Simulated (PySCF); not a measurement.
He: ionisation energy

He 1s2 (1S) → He⁺ 1s1 (2S), as a difference of total energies. Computed with PySCF 2.14 in jorge-DZP-DKH, with the spin-free X2C one-electron Hamiltonian (Gaussian nucleus). Correlated levels: valence: nothing frozen. The calculations carry no spin-orbit coupling.

```json
{"method": "UHF", "ionisation energy (eV)": "23.444", "error (eV)": "-1.143"}
{"method": "r2SCAN", "ionisation energy (eV)": "24.572", "error (eV)": "-0.015"}
{"method": "M06-2X", "ionisation energy (eV)": "24.692", "error (eV)": "+0.105"}
{"method": "MP2 (valence)", "ionisation energy (eV)": "24.148", "error (eV)": "-0.439"}
{"method": "SCS-MP2 (valence)", "ionisation energy (eV)": "24.289", "error (eV)": "-0.298"}
{"method": "CCSD (valence)", "ionisation energy (eV)": "24.325", "error (eV)": "-0.262"}
```

Reference: 24.587 eV (measured; NIST Atomic Spectra Database, ionization energies).

Errors of the correlated levels include the incompleteness of this basis.

With two correlated electrons CCSD is exact in that space.
